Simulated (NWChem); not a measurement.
Ionisation of butadiene (C4H6)

```
C
C 1 1.3403
H 2 1.0925 1 121.62
H 2 1.0947 3 117.11 1 180.00
H 1 1.0970 2 119.30 3 0.00
C 1 1.4547 5 116.36 2 180.00
C 6 1.3403 1 124.34 5 0.00
H 7 1.0925 6 121.62 1 180.00
H 7 1.0947 8 117.11 6 180.00
H 6 1.0970 7 119.30 8 0.00
```
Charge 0, spin multiplicity 1.

All runs are NWChem calculations. Structure: optimised with PBE0/def2-SVP, a minimum by its harmonic frequencies. It is one conformer; others weren't searched.

Basis set: def2-TZVP. The species with one electron less has spin multiplicity 2 and keeps the geometry of the parent. Δ marks differences of total energies (open shells unrestricted). −ε marks an orbital energy of the parent. That orbital need not have the symmetry of the hole or added electron in the Δ rows.

B3LYP has NWChem's definition, with VWN1-RPA local correlation. No SCF solution was tested for a lower state.

### Question
For the first vertical ionisation energy, −ε(HOMO) of HF gives 8.82 eV and −ε(HOMO) of PBE gives 5.83 eV. What do −ε(HOMO) of PBE0, −ε(HOMO) of B3LYP, ΔPBE give?

### Answer
−ε(HOMO) of PBE0: 6.80 eV; −ε(HOMO) of B3LYP: 6.59 eV; ΔPBE: 8.88 eV.
